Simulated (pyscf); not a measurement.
Structures and frequencies: ωB97X-D3(BJ)/def2-SVP in PySCF.

SMILES: [Cl][VH]([Cl])([Cl])[Cl]
```xyz
6

Cl     2.1669    -0.3663    -1.0335
V      0.2590     0.1803    -0.3211
Cl    -0.0582     2.0081    -1.4381
Cl    -1.4194    -0.9331    -0.9450
Cl     0.4143    -0.4831     1.7341
H      0.0967     1.3588     0.6287
```

Problem. List the bond dissociation enthalpies at 298 K of Cl–VH(Cl)(Cl)–Cl (SMILES [Cl][VH]([Cl])([Cl])[Cl]) from ωB97M-D3(BJ)/def2-TZVP, from the weakest bond up.

Solution. H–V to [Cl–V(Cl)(Cl)–Cl]• + H•: 0.55 eV; Cl–V to Cl• + [Cl–VH(Cl)–Cl]•: 1.66 eV. Ring and multiple bonds, and those that leave no two simple radicals, are not listed. The radicals are drawn with the spin at the cut bond; how far it spreads was not checked. Left out: the spin-orbit lowering of Cl. Open-shell species with a d-block atom are single-reference here; other states, and whether the spin sits on metal or ligand, were not checked.
